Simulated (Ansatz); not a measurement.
One geometry of SiS₂⁻, several levels of theory.

```yaml
crystal:
  periodic: [false, false, false]
  atoms:
    - {symbol: Si, position_ang: [1.022546, -0.511314, -0.663165]}
    - {symbol: S, position_ang: [0.091920, 1.078676, 0.626756]}
    - {symbol: S, position_ang: [-1.114467, -0.567363, 0.036409]}
basis:
  gaussian: {orbitals: def2-TZVPD, initial_orbitals: start.molden}
total_charge: -1
magnetization: {spin_polarized: true, initial_magnetization: 1}
hamiltonian: {xc: pbe0, dispersion: d4}
scf: {omitted_lower_state_checks: [starts]}
output: {orbitals: {seedname: orbitals}}
```

The file start.molden holds the orbitals of an earlier run on this structure, at another level or in another basis.

```sh
$ ansatz run in.yaml --threads 4 --pin off --events-out ev --progress --plain --max-ram 3916MiB
```

Shortened log:

```
Functional definition: PBE0
926 factors; their error is unknown
mean field evaluation 1: about -29539.7451 eV, gradient 8.5e0 eV
mean field evaluation 2: about -29539.8281 eV, gradient 1.5e-1 eV
mean field evaluation 4: about -29539.8913 eV, gradient 1.0e-3 eV
mean field evaluation 8: about -29539.8913 eV, gradient 2.4e-5 eV
mean field -29539.89126599 eV, -1085.5709811676 hartree, gradient 2.4e-5 eV, S^2 0.758305; 0 other end points of the search recorded, 0 dependent functions left out
reference -29539.89129862 eV, -1085.5709823670 hartree; 24, 23 occupied and 111, 112 virtual orbitals, 926 factors
Total energy: -29540.00268178 eV, -1085.5750756225 hartree
Checks for a lower state left out: starts
```

Hardware: 4 threads of Arm Neoverse V1 on a shared host. Wall time 2 s.

The first input with `hamiltonian: {xc: {name: r2SCAN0}, dispersion: d4}` (abridged; 4 s):

```
Functional definition: r2SCAN0
mean field -29548.10036819 eV, -1085.8726601093 hartree, gradient 2.4e-5 eV, S^2 0.763900
Total energy: -29548.13263984 eV, -1085.8738460705 hartree
Checks for a lower state left out: starts
```

As the first input, with `hamiltonian: {xc: {name: wB97M-V}}` (abridged; 6 s):

```
Functional definition: wB97M-V
mean field -29549.06083855 eV, -1085.9079567438 hartree, gradient 1.3e-5 eV, S^2 0.752634
Total energy: -29549.06088538 eV, -1085.9079584647 hartree
Checks for a lower state left out: starts
```

As the first input, with `gaussian: {orbitals: "def2-TZVPPD.json", initial_orbitals: start.molden}`, `correlation: {method: ccsd_t}`, `scf: {omitted_lower_state_checks: [starts, cluster_reference]}` and without the key `hamiltonian` (abridged; 10 s):

```
Functional definition: HF
mean field -29498.84620607 eV, -1084.0626030371 hartree, gradient 2.0e-6 eV, S^2 0.778427
15 core orbitals not correlated: weight in the atoms' cores, before any rotation towards them, 1.000 or more for the frozen orbitals, at most 0.000 for the correlated occupied ones
second order -12.15562259 eV of doubles, -0.00000000 eV of singles
cycle   1  -12.52965081 eV  change   -3.7e-1 eV  update   1.1e-1
cycle   2  -12.93002503 eV  change   -4.0e-1 eV  update   3.5e-2
cycle   3  -13.02994956 eV  change   -1.0e-1 eV  update   1.9e-2
cycle   4  -13.02452980 eV  change    5.4e-3 eV  update   6.1e-3
cycle   5  -13.02408597 eV  change    4.4e-4 eV  update   2.8e-3
cycle   6  -13.02417592 eV  change   -9.0e-5 eV  update   9.6e-4
cycle   7  -13.02411653 eV  change    5.9e-5 eV  update   3.5e-4
cycle   8  -13.02425813 eV  change   -1.4e-4 eV  update   1.3e-4
cycle   9  -13.02429081 eV  change   -3.3e-5 eV  update   5.2e-5
cycle  10  -13.02426542 eV  change    2.5e-5 eV  update   2.2e-5
cycle  11  -13.02426999 eV  change   -4.6e-6 eV  update   1.0e-5
perturbative correction -0.80759543 eV, -0.0296785847 hartree
Total energy: -29512.67807149 eV, -1084.5709147158 hartree
Checks for a lower state left out: starts, cluster_reference
```

The first input with `hamiltonian: {xc: r2scan, dispersion: d4}` (abridged; 3.4 s):

```
Functional definition: r2SCAN
mean field -29548.51132098 eV, -1085.8877623457 hartree, gradient 2.0e-5 eV, S^2 0.762354
Total energy: -29548.53651554 eV, -1085.8886882285 hartree
Checks for a lower state left out: starts
```

The first input with `hamiltonian: {xc: pbe, dispersion: d4}`, `output: {forces: true, orbitals: {seedname: orbitals}}` (abridged; 1.6 s):

```
Functional definition: PBE
mean field -29537.64786736 eV, -1085.4885377886 hartree, gradient 2.4e-5 eV, S^2 0.755681
Total energy: -29537.78169396 eV, -1085.4934558254 hartree
Atom 0 force     0.003557    -0.002962    -0.003029 eV/Å
Atom 1 force     0.002243     0.008472     0.004401 eV/Å
Atom 2 force    -0.005799    -0.005510    -0.001372 eV/Å
Dipole moment:    -0.190307     0.095319     0.123519 e Å
Checks for a lower state left out: starts
```

Geometry: PBE-D4/def2-TZVPD.

Correlated methods freeze 15 core orbitals. At PBE0-D4/def2-TZVPD, r2SCAN0-D4/def2-TZVPD, r2SCAN-D4/def2-TZVPD, PBE-D4/def2-TZVPD the highest occupied level of the charge -1 doublet lies above zero (up to 1.47 eV). The electron is either unbound and held by the finite basis, or the level is raised by self-interaction error. Another isomer (doublet) lies 1.52 eV lower at PBE0-D4/def2-TZVPD; other spin states weren't run for this one.
